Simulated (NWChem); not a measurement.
# What each level costs for FLi

```xyz
2

Li     0.0000     0.0000    -1.1467
F      0.0000     0.0000     0.3822
```
Charge 0, spin multiplicity 1.

All runs are NWChem calculations. All single points use one geometry, from B3LYP/def2-SVP, a minimum by its harmonic frequencies.

Basis set: cc-pVQZ (110 functions). Each entry is one whole single-point run; the coupled-cluster runs use the TCE module, and the SCF and DFT modules converge to different thresholds.

The correlated methods keep 1 core orbital frozen. B3LYP has NWChem's definition, with VWN1-RPA local correlation. The structure started from a generated list of species.

Q: Roughly how much processor time does each of these take, relative to RHF: MP2, B2PLYP, PBE, B3LYP, PBE0, CR-CCSD(T)?

A: PBE0 about the same, within a factor of 3; B3LYP about the same, within a factor of 3; PBE about the same, within a factor of 3; MP2 about the same, within a factor of 3; B2PLYP about the same, within a factor of 3; CR-CCSD(T) about 20 (rough ratios from shared machines).
